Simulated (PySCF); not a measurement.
N2.
SMILES: `N#N`

The calculation used PBE0/pcSseg-1 in PySCF (dipole) on a GFN2-xTB geometry, gas phase.

Take the most abundant isotopes and a rigid rotor. 

Task: What are the moment of inertia and the rotational constant?

Result: I = 8.445 u·Å², B = 505379 MHz·u·Å²/I = 59844 MHz (1.9962 cm⁻¹, or 2.872 K as hB/k). For two atoms I = μr² with μ = 7.0015 u and r = 1.0983 Å.

Task: List the first levels of a rigid rotor in a Σ state.

Result: E(J) = BJ(J+1): J = 1: 3.992, J = 2: 11.977, J = 3: 23.954, J = 4: 39.924, J = 5: 59.885, J = 6: 83.840 cm⁻¹.

Task: Has it a pure rotational spectrum?

Result: Not by electric dipole: D∞h allows no dipole (computed 0.00 D). Rotational Raman lines (ΔJ = 2) lie at B(4J + 6), spaced by 4B = 7.985 cm⁻¹, with nuclear-spin weights that differ between even and odd J.

Task: Estimate the classical rotational partition function at 50 K, 200 K and 298.15 K.

Result: Point group D∞h, symmetry number σ = 2; q = kT/(σhB), k/h = 20836.6 MHz/K: 8.7 at 50 K, 34.8 at 200 K, 51.9 at 298.15 K.

No GFN2-xTB frequencies stand behind this structure, so it isn't proved a minimum. No vibrational averaging or centrifugal distortion is included, and the geometry carries the error of its method.

Rough CPU time on one thread of a shared machine: about 1 s (with the writing of density and orbital grids). This is the PBE0/pcSseg-1 job that gave the dipole, with the shieldings it also computed.
